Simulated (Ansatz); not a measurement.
I need a relaxed scan of one distance of AlH2O, SMILES [O][AlH2]. Use Ansatz's Python interface. Settings (for the species named): Hartree-Fock, def2-SVP basis, multiplicity 2.

| atom | x (Å) | y (Å) | z (Å) |
| --- | --- | --- | --- |
| O | 0.0773 | -0.9412 | 1.5441 |
| Al | -0.0156 | 0.0240 | -0.0537 |
| H | -1.1508 | -0.3192 | -1.1651 |
| H | 1.1445 | 1.1761 | -0.3456 |

`relaxed_scan.py`:
```python
"""One bond of AlH2O held at set lengths while the rest relaxes."""

import ansatz as az
import numpy as np

system = (
    az.Crystal.molecule()
    .atom("O", (0.0773, -0.9412, 1.5441))
    .atom("Al", (-0.0156, 0.024, -0.0537))
    .atom("H", (-1.1508, -0.3192, -1.1651))
    .atom("H", (1.1445, 1.1761, -0.3456))
)

setup = system.calculation()
setup = setup.basis(gaussian="def2-SVP").functional("hf")
setup = setup.spin("collinear", total=1)
symbols = [site.symbol for site in system.cartesian_sites]
pairs = [(0, 1), (1, 2), (1, 3)]
print("held (A)   E (eV)        ", "  ".join(f"{symbols[i]}{i}-{symbols[j]}{j}" for i, j in pairs))
for length in [1.53, 1.66, 1.79, 1.99, 2.24]:
    data = setup.relax(constraints=[az.DistanceConstraint((1, 3), at=length)], force_tolerance=0.02, max_steps=60).run(threads=1, pin="off").report
    xyz = np.array(data["positions_ang"])
    print(f"{length:6.2f} {data['free_energy_ev']:14.5f}  ", "  ".join(f"{np.linalg.norm(xyz[i] - xyz[j]):.3f}" for i, j in pairs))
```

```console
$ python relaxed_scan.py
held (A)   E (eV)         O0-Al1  Al1-H2  Al1-H3
DeckWarning: relax.constraints: the input's atoms, or those drawn, lie off the distances that are held; a relaxation that starts there is brought onto them ahead of its first SCF, by positions alone, an atom by 6.54e-2 Å at the most. With the symmetry detection on, the symmetry is detected on the input's atoms as so [...]
  1.53    -8647.34517   1.740  1.569  1.530
  1.66    -8647.29971   1.739  1.567  1.660
  1.79    -8647.07042   1.737  1.564  1.790
  1.99    -8646.52816   1.734  1.561  1.990
  2.24    -8645.73642   1.729  1.559  2.240
```
(Warnings from the package without file and line, shortened, repeats left out.)

Total energies depend on the basis set; only differences at equal settings carry meaning. The energies are electronic: no zero-point or thermal terms, and the basis set is short of its limit. The run takes the species as open-shell (spin multiplicity 2), which needn't be its ground state. The expectation value of S² is noticeably off S(S+1) in at least one run, so that state is spin-contaminated. The whole script took 19 s on 1 thread of Arm Neoverse V1 (shared host), peak memory 0.15 GiB.
